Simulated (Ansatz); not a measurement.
# SiN+ (quintet): from Hartree-Fock to the top rungs, def2-TZVPP

The task here is to estimate one member of a computed series from the others.

The runs use Ansatz 0.2.0, Gaussian basis; def2-TZVPP, core rule «outside noble gas», up to 6 orbitals frozen.

To be run: UHF; ROHF; CCSD(T) on UHF.

2 further runs of the same task are left out: 2 set aside as unsound or not needed.

## The geometry

The geometry is a PBE0/def2-TZVP stationary point (not a proven minimum) of the parent state, kept for this charge and spin.

2 atoms, charge 1, spin multiplicity 5.

Atoms are counted from 1 here; the program's logs count them from 0.

Bond lengths: Si1–N2 1.785 Å.

Coordinates:

```xyz
2

Si    0.0000    0.0000    0.0000
N     0.0000    0.0000    1.7854
```

The first run:

in.yaml

```yaml
crystal:
  periodic: [false, false, false]
  atoms:
    - {symbol: Si, position_ang: [0.000000, 0.000000, 0.000000]}
    - {symbol: N, position_ang: [0.000000, 0.000000, 1.785400]}
basis:
  gaussian: {orbitals: def2-TZVPP}
total_charge: 1
magnetization: {spin_polarized: true, initial_magnetization: 4}
hamiltonian: {xc: hf}
output: {orbitals: {seedname: orbitals}}
```

Run with:

```console
> ansatz run in.yaml --threads 1 --pin off --events-out ev --progress --plain --max-ram 4096MiB --backend cpu
```

Steps of the session up to this table: UHF; ROHF; CCSD(T) on UHF.

One of the session's tables, all rows but one given; the rest of the session is left out.

```
  method  from UCCSD(T) (kJ/mol)
    ROHF                       ?
     UHF                  +517.2
    UMP2                  +102.4
   UCCSD                   +18.8
UCCSD(T)                       0
```

Q: Estimate the row for ROHF from the others.

As computed: from UCCSD(T) (kJ/mol): +547.9. In the column «from UCCSD(T) (kJ/mol)» it is the highest.
